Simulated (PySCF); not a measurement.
How well do the runs reproduce experiment for CCl3F?

**Experimental background.**

From NIST CCCBDB Release 22 (SRD 101), experimental dipoles, for the gas: dipole moment (microwave Stark effect, vibrational ground state) 0.46 ± 0.02 D.

The runs below try to reproduce these values; the comparison stands at the end.

Compound: CCl3F.
SMILES with atom numbers: `[F:1][C:2]([Cl:3])([Cl:4])[Cl:5]`

Structure used (PBE0-D3(BJ)/def2-SVP), in Å, numbered top down from 1:
```xyz
5
CCl3F angstrom
F     -0.272   -0.299   -1.341
C     -0.013   -0.014   -0.071
Cl    -1.534   -0.008    0.829
Cl     1.076   -1.247    0.573
Cl     0.750    1.577    0.005
```

Runs made with PySCF (gas phase, on this PBE0-D3(BJ)/def2-SVP geometry; no spin–orbit coupling):

```csv
level,job,basis functions,wall time
"PBE0-D3(BJ)/def2-SVP, grid level 1",geometry optimisation from a GFN2-xTB start,82,14 s
```

Hardware: an Arm Neoverse V1 with one thread (shared host).

**Comparison with experiment**

**Dipole moment.** Measured: 0.46 D (NIST CCCBDB Release 22 (SRD 101), experimental dipoles).

```csv
level,computed (D),computed − measured (D),% (from the printed values)
PBE0-D3(BJ)/def2-SVP,0.30,-0.16,-35
```

The computed dipoles belong to one fixed geometry; measured ones are averaged over vibrations unless marked μe. Magnitudes are compared, not signs.

No measured geometry was used, and the causes of the misses weren't examined.
